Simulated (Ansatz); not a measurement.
A calculation with Ansatz (development build ahead of 0.2.0).

```yaml
crystal:
  periodic: [false, false, false]
  atoms:
    - { symbol: "N", position_ang: [0.0, 0.0, 2.6081] }
    - { symbol: S, position_ang: [0.0, 0.0, 0.0] }
    - { symbol: S, position_ang: [3.0059, 0.0, -0.8054] }
basis:
  gaussian: { orbitals: cc-pVDZ }
magnetization:
  initial_magnetization: 3
hamiltonian:
  xc: hf
```

The input is written out in the form of the current development build from the run's settings.

The run gave:

```yaml
Converged: yes
Total_energy: -849.23194 hartree
Spin_squared_of_the_determinant: 3.750
Stability_test: minimum among restricted orbitals
```

Caution: stretched shape with no unrestricted run beside it, a lower state can exist; other spin multiplicities may lie lower.
